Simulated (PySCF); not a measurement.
**TDDFT excited states: CH5AlS**

AlH2(SMe), CH5AlS.
Z-matrix (Å and degrees, PBE0-D3(BJ)/def2-SVP geometry), rows numbered from 1:
```
Al
H   1  1.5881
H   1  1.5834  2  125.03
S   1  2.1781  2  118.58  3   179.45
C   4  1.8300  1  103.20  2     1.83
H   5  1.0980  4  111.87  1   -49.40
H   5  1.0980  4  106.98  1  -168.34
H   5  1.0981  4  111.04  1    73.18
```

Computed, not measured: TDDFT CAM-B3LYP/def2-SVPD, vertical, gas phase, core orbitals frozen in the response (PySCF).

```tsv
state	E (eV)	ν̃ (cm⁻¹)	f	|μ| (D)	main configurations (H = HOMO, L = LUMO)
S1	5.19	41890	0.078	2.00	H→L (96%)
S2	5.58	45030	0.0028	0.37	H-1→L (96%)
S3	5.92	47770	0.0035	0.39	H-2→L (58%), H→L+1 (16%), H→L+3 (14%)
S4	6.01	48490	0.0053	0.48	H-2→L (40%), H→L+1 (32%), H→L+2 (12%)
S5	6.36	51290	0.069	1.69	H→L+3 (63%), H→L+1 (26%)
S6	7.10	57250	0.044	1.28	H-1→L+1 (50%), H-1→L+3 (28%), H-1→L+2 (10%)
S7	7.21	58130	0.0018	0.25	H→L+4 (40%), H→L+2 (35%), H→L+1 (17%)
S8	7.36	59340	0.149	2.31	H-1→L+3 (60%), H-1→L+1 (29%)
S9	7.41	59750	0.016	0.76	H→L+4 (47%), H→L+2 (28%), H→L+5 (12%)
S10	7.83	63150	0.010	0.58	H→L+5 (82%), H→L+4 (9%)
S11	7.99	64410	0.038	1.12	H→L+6 (65%), H-3→L (17%)
S12	8.00	64490	0.0048	0.40	H-2→L+2 (33%), H-2→L+3 (21%), H-2→L+1 (18%)
S13	8.01	64640	0.034	1.06	H-3→L (73%), H→L+6 (20%)
S14	8.20	66140	0.072	1.53	H-1→L+4 (40%), H-1→L+2 (29%), H-1→L+1 (10%)
S15	8.22	66320	0.0071	0.48	H→L+8 (62%), H→L+7 (13%)
```

Triplets, Tamm–Dancoff:

```
state  E (eV)  λ (nm)  main configurations (H = HOMO, L = LUMO)
   T1    4.38   283.2                                 H→L (96%)
   T2    5.22   237.3                               H-1→L (85%)
   T3    5.46   226.9                               H-2→L (77%)
   T4    5.54   223.7     H→L+3 (37%), H→L+1 (19%), H-2→L (15%)
```

The lowest singlet lies at 5.19 eV (239 nm, ultraviolet) and is of moderate strength; its leading configuration is HOMO→LUMO (96%). The most intense listed level is S8 at 7.36 eV (169 nm, f = 0.149), 2.16 eV above S1. Löwdin shares by element: HOMO sulfur 72%, carbon 12%, aluminium 10%; LUMO aluminium 58%, hydrogen 20% or more, sulfur 19%. Orbital energies (eV): HOMO-3 -11.68, HOMO-2 -10.11, HOMO-1 -9.40, HOMO -8.50, LUMO -0.43, LUMO+1 0.81, LUMO+2 1.18. The listed states span 3.03 eV, and the widest gap between neighbours is 0.74 eV (S5 to S6). Of the 15 states listed, 9 reach f = 0.01 and none stays under 0.0005. Only the lowest 15 singlets were computed, as vertical energies without vibronic structure.

One conformer stands for the species.
